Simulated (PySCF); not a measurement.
Species: oxonium, H₃O (charge +1).
Numbering: `[OH3+:1]` (hydrogens: H2, H3, H4 on O1)

Method: core-valence-separated Tamm–Dancoff BHandHLYP/aug-pcX-1 (pcseg-1 on H) in PySCF, non-relativistic, gas phase, PBE0-D3(BJ)/def2-SVP geometry. BHandHLYP without relativity tends to put these K edges a few eV too low, so spacings mean more than positions.

**Question.** Give energies, oscillator strengths and core holes at the O K edge.

**Answer.** 
```tsv
E (eV)	f	core hole on	main final orbital
535.51	0.0068	O1	LUMO (97 %)
536.99	0.0980	O1	LUMO+1/LUMO+2 (2 roots, f summed)
540.86	0.0118	O1	LUMO+3 (97 %)
541.87	0.0000	O1	LUMO+4/LUMO+5 (2 roots, f summed)
545.00	0.0008	O1	LUMO+6 (94 %)
```

The first line with a tenth or more of the strongest one's intensity is at 536.99 eV (f = 0.098, sum of 2), with the hole on O1 (oxonium oxygen). It is also the strongest listed.

Roots within 0.03 eV whose holes lie on the same, on equivalent or on shared atoms are summed into one line, and the highest roots are left out, as the search may have cut off their partners. Final orbitals are the ground state's empty Kohn–Sham orbitals.

**Question.** What are the wavelength and the wavenumber of the 540.86 eV line?

**Answer.** λ = 12398.42 eV Å/540.86 eV = 22.924 Å; 4.3623 × 10⁶ cm⁻¹.

The list ends where the root search ended, not at a threshold.

Rough CPU time on one thread of a shared machine: under 1 s.
